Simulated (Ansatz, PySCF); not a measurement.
Species: thiophene, C4H4S (charge 0, singlet). SMILES: s1cccc1
Geometry: optimised at B3LYP-D3(BJ)/def2-TZVP (Ansatz, a program for electronic structure).
Unstable Hartree-Fock reference: c1ccsc1.

Property: enthalpy of formation at 298 K (from the atomisation energy, B3LYP-D3(BJ)/def2-TZVP harmonic zero-point and thermal terms from PySCF, and the atoms' enthalpies of formation in the G2/97 table; no spin-orbit terms, and no core term in the frozen-core levels), in kcal/mol. Cores are frozen in the correlated levels unless marked. UHF or UKS for open shells. No spin-orbit coupling. Non-relativistic. The coupled-cluster limit lacks core correlation, which all-electron functionals hold. CBS marks a two-point X^-3 extrapolation of the correlation energy; Hartree-Fock from the larger set. The bracket is a focal-point correction in the basis named.

Measured: 27.5 kcal/mol (G2/97 table in ASE (Curtiss et al.)); it holds spin-orbit and relativistic effects, which these rows lack, and core correlation, which the frozen-core levels lack. This is an older compilation, not checked against later work.

```
level                                                          program  enthalpy of formation at 298 K (kcal/mol)  error against measurement
-------------------------------------------------------------  -------  -----------------------------------------  -------------------------
PBE0/def2-TZVPD                                                 Ansatz                                       15.2                      -12.3
r2SCAN0/def2-TZVPD                                              Ansatz                                       37.4                        9.9
PBE-QIDH/def2-TZVPD                                             Ansatz                                       24.1                       -3.4
SCS-MP2/cc-pV(D+d)Z                                             Ansatz                                       94.0                       66.5
CCSD(T)/6-31G                                                   Ansatz                                      178.3                      150.8
CCSD(T)/cc-pV(T+d)Z                                             Ansatz                                       56.6                       29.1
RI-MP2/CBS(cc-pV(T+d)Z,cc-pV(Q+d)Z)+[CCSD(T)-MP2]/cc-pV(T+d)Z   Ansatz                                       29.7                        2.2
```
